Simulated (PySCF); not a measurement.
Magnesium: a sound run and one with changed settings

Sound run: Mg [Ne] 3s2, Mg+ [Ne] 3s1. All numbers are calculated (PySCF 2.14, the spin-free X2C one-electron Hamiltonian (Gaussian nucleus), in cc-pVDZ-DK (4s3p1d, 18 functions)). The sound run starts from symmetry-adapted Hartree-Fock orbitals and uses a fine grid where one is needed.

A second run was set up differently.

```
species  method  sound run (hartree)  changed run (hartree)  converged
     Mg     UHF           -199.91418             -199.91418        yes
     Mg  M06-2X           -200.36349             -200.36949        yes
     Mg    MN15           -200.34180             -200.34158        yes
    Mg+     UHF           -199.67040             -199.67040        yes
    Mg+  M06-2X           -200.07704             -200.07926        yes
    Mg+    MN15           -200.06096             -200.05895        yes
```

Ionisation energy of Mg:

```tsv
method	sound run (eV)	changed run (eV)
UHF	6.634	6.634
M06-2X	7.795	7.898
MN15	7.642	7.691
```

(1) What was changed?
A. radial grid too coarse
B. too few SCF iterations
C. all electrons correlated in a valence basis
D. basis contracted for another Hamiltonian

## Answers

(1) A. It used radial step 0.3 in ln r (0.13 in the sound run). A coarse radial grid mis-integrates the density and the exchange-correlation energy, with errors of either sign; Hartree-Fock needs no grid.
